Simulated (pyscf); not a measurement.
Structures and frequencies: ωB97X-D3(BJ)/def2-SVP in PySCF. MP2 and CC: frozen core, UHF for open shells. ΔMP2 is the change of the MP2 total energy from the triple- to the quadruple-zeta basis.

Task: Estimate the classical barrier height and the reaction energy of H₂C=C=CH₂ + HBr → H₂C=C(CH₃)–Br at CCSD(T)/def2-TZVPP + ΔMP2(QZVPP). The step runs on the singlet surface, breaks Br–H and forms C–H, Br–C; take the separated reactants as zero.

Result: ΔE‡ = 36.2 kcal/mol, ΔE = -33.1 kcal/mol. Zero-point energy shifts the barrier by +0.5 kcal/mol. It is an addition across a multiple bond or ene-type step, with an imaginary mode of 1375i cm⁻¹. On the product side the descent ends in a point that may be a rotor saddle (no frequency run), 2.5 kcal/mol over the lowest minimum found and 66.6 kcal/mol under the saddle at ωB97X-D3(BJ)/def2-TZVP. At ωB97X-D3(BJ)/def2-TZVP the barrier from the zero used here is 32.8 kcal/mol. The same reactants have a lower exit, to HC≡C–CH₃ + HBr (barrier +28.3 kcal/mol at ωB97M-D3(BJ)/def2-TZVP, against +33.4 kcal/mol here). One saddle was located; it need not be the lowest between these sides. The CCSD(T) − MP2 part came from Ansatz, without density fitting, on the same reference. The frozen core leaves the outer d or s,p core shells of the metals and heavy elements correlated in the MP2 and CC values, and def2-TZVPP describes them poorly, which can shift differences by a few kcal/mol. Elements up to Kr have no core potential and no relativistic terms here.
